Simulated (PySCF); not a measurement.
Compound: C₃H₃NO.
InChI=1S/C3H3NO/c4-1-3-2-5-3/h3H,2H2/t3-/m0/s1

Theory: MP2 and CCSD/aug-cc-pVDZ in PySCF, restricted Hartree–Fock reference, frozen core, non-relativistic, gas phase, PBE0-D3(BJ)/def2-SVP geometry.

E(HF) = -244.62696 Eh.

(1) How large is the problem?

(2) What are the MP2 and CCSD correlation energies?

(3) What is the T1 diagnostic?

(4) How does correlation change the dipole moment?

Results:

(1) 142 basis functions and 36 electrons; 5 orbitals frozen, which leaves o = 13 correlated occupied and v = 124 virtual orbitals. That is o·v = 1612 singles and o·v(o·v + 1)/2 = 1300078 distinct closed-shell doubles amplitudes before symmetry; the costliest CCSD step grows as o²v⁴ = 4.0 × 10^10.

(2) MP2 -0.7594 Eh and CCSD -0.7810 Eh, which gives totals of -245.38635 and -245.40796 Eh. That is 0.817 eV for each correlated electron at CCSD (2051 kJ/mol in all, 0.318 % of the total energy); MP2 gives 97.2 % of the CCSD value.

(3) 0.0133, below the customary warning level of 0.02. It is the norm of the spatial-orbital singles amplitudes over the root of the number of correlated electrons, so the norm is 0.068.

(4) HF gives 4.13 D and CCSD (unrelaxed density) 3.71 D, a change of -0.42 D.

Connected triples and the basis-set limit are missing.

The job also held the EOM ionisation roots. Hardware: an Arm Neoverse V1 with one thread, on a shared host. Cost: 3.4 min.
